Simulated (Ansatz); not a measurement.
**BH5O: up Jacob's ladder to CCSD(T)**

The task here is to estimate one member of a computed series from the others.

Computed with Ansatz 0.2.0, Gaussian basis. Level: functionals in def2-TZVPP, the program's frozen cores in correlated methods.

Plan: LDA (SPW92), PBE-D4, revPBE-D4, BLYP-D4, r2SCAN-D4, B97M-V, PBE0-D4, B3LYP-D4, r2SCANh-D4, r2SCAN0-D4, HSE06-D4, BHLYP-D4, CAM-B3LYP-D4, LC-ωPBE, ωB97X-V, ωB97M-V, B2PLYP, PBE-QIDH; CCSD(T)/def2-SVP; CCSD(T)/def2-TZVPP; CCSD(T)/def2-QZVPP; extrapolation to the limit; RPA on PBE.

## The relaxed structure

All runs share one geometry, relaxed beforehand with PBE0-D4 in a triple-zeta def2 set.

SMILES `[BH3-][OH2+]`, 7 atoms, charge 0, spin multiplicity 1.

Atoms are counted from 1 here; the program's logs count them from 0.

Bond lengths: B1–O2 1.687 Å, B1–H3 1.204 Å, B1–H4 1.204 Å, B1–H5 1.210 Å, O2–H6 0.964 Å, O2–H7 0.964 Å. Angles: O2–B1–H3 102.0°, O2–B1–H4 102.0°, O2–B1–H5 103.6°, H3–B1–H4 115.8°, H3–B1–H5 115.2°, H4–B1–H5 115.2°, B1–O2–H6 108.5°, B1–O2–H7 108.5°, H6–O2–H7 107.3°.

Set-up of the first run:

The input, in.yaml:

```yaml
crystal:
  periodic: [false, false, false]
  atoms:
    - {symbol: B, position_ang: [-0.312130, -0.547118, -0.345311]}
    - {symbol: O, position_ang: [0.364112, 0.563770, 0.729894]}
    - {symbol: H, position_ang: [0.294910, -1.552710, -0.080380]}
    - {symbol: H, position_ang: [-1.471841, -0.533979, -0.021528]}
    - {symbol: H, position_ang: [-0.074741, -0.072542, -1.433060]}
    - {symbol: H, position_ang: [-0.041890, 1.424190, 0.575337]}
    - {symbol: H, position_ang: [1.302880, 0.650389, 0.529247]}
basis:
  gaussian: {orbitals: def2-TZVPP}
hamiltonian: {xc: lda}
output: {orbitals: {seedname: orbitals}}
```

The run is started by

```sh
> ansatz run in.yaml --threads 4 --pin off --events-out ev --progress --plain --max-ram 10444MiB
```

Steps of the session up to this table: LDA; PBE-D4 (GGA); revPBE-D4 (GGA); BLYP-D4 (GGA); r2SCAN-D4 (meta-GGA); B97M-V (meta-GGA); B3LYP-D4 (hybrid); r2SCANh-D4 (hybrid); r2SCAN0-D4 (hybrid); HSE06-D4 (hybrid); BHLYP-D4 (hybrid); CAM-B3LYP-D4 (range-separated); LC-ωPBE (range-separated); ωB97X-V (range-separated); ωB97M-V (range-separated); B2PLYP (double hybrid); PBE-QIDH (double hybrid).

One of the session's tables, all rows but one given; the rest of the session is left out.

It belongs to the step «Orbital energies across the functionals». 

```
  functional  HOMO (eV)  gap (eV)
 LDA (SPW92)          ?         ?
      PBE-D4      -6.71      5.39
   revPBE-D4      -6.69      5.42
     BLYP-D4      -6.67      5.28
   r2SCAN-D4      -7.04      6.48
      B97M-V      -7.14      6.11
     PBE0-D4      -8.13      7.75
    B3LYP-D4      -7.96      7.17
  r2SCANh-D4      -7.56      7.28
  r2SCAN0-D4      -8.34      8.46
    HSE06-D4      -7.72      6.97
    BHLYP-D4      -9.54      9.81
CAM-B3LYP-D4      -9.64     10.03
     LC-ωPBE     -11.05     12.83
     ωB97X-V     -10.68     12.27
     ωB97M-V     -10.51     11.64
```

Estimate the missing values for LDA (SPW92).

As computed: HOMO (eV): -6.73; gap (eV): 5.30. In the column «HOMO (eV)» it lies between r2SCAN-D4 (-7.04) and PBE-D4 (-6.71).
